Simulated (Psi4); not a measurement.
Process, species as SMILES: FCF + 2 [H][H] (H2) → C (CH4) + 2 F (HF)
B3LYP-D3(BJ)/def2-TZVP geometries, fixed; electronic energies without zero-point terms.
Largest species:
```
C
F 1 1.3618
F 1 1.3618 2 108.56
H 1 1.0913 2 108.69 3 -118.06
H 1 1.0913 4 113.42 3 -121.01
```

How fast the energy of full hydrogenation converges with the basis for several methods (Psi4): deviation from each method's own reference, in kcal/mol. References: B3LYP -44.30 kcal/mol, the value in def2-QZVPPD; HF -44.48 kcal/mol, the value in def2-QZVPPD; MP2 -48.92 kcal/mol, Hartree-Fock in cc-pVQZ plus the correlation part extrapolated as X^-3 from cc-pVTZ and cc-pVQZ; PBE -44.12 kcal/mol, the value in def2-QZVPPD. Cartesian d functions, on some or all atoms, in 6-31G**; all else is spherical. Density fitting with the program's default auxiliary sets. In correlated methods cores are frozen. No added dispersion term, no relativity. 

| basis | functions | B3LYP | HF | MP2 | PBE |
|---|---|---|---|---|---|
| def2-SV(P) | 46 | 30.05 | 21.35 | 28.48 | 32.28 |
| 6-31G** | 55 | 15.57 | 5.18 | 12.13 | 17.27 |
| aug-cc-pVDZ | 87 | -3.15 | -3.82 | -2.83 | -2.41 |
| def2-TZVP | 105 | 4.49 | 2.62 | 5.60 | 5.14 |
| def2-TZVPP | 121 | 1.62 | 0.28 | 0.90 | 2.23 |
| 6-311++G(3df,3pd) | 153 | 0.33 | 0.41 | -0.38 | 0.53 |
| def2-QZVP | 231 | 0.57 | 0.16 | -0.26 | 0.79 |
| def2-QZVPP | 231 | 0.57 | 0.16 | -0.26 | 0.79 |

Mean absolute deviation over def2-TZVP, def2-TZVPP, 6-311++G(3df,3pd): HF 1.10, B3LYP 2.15, MP2 2.29, PBE 2.63 kcal/mol.
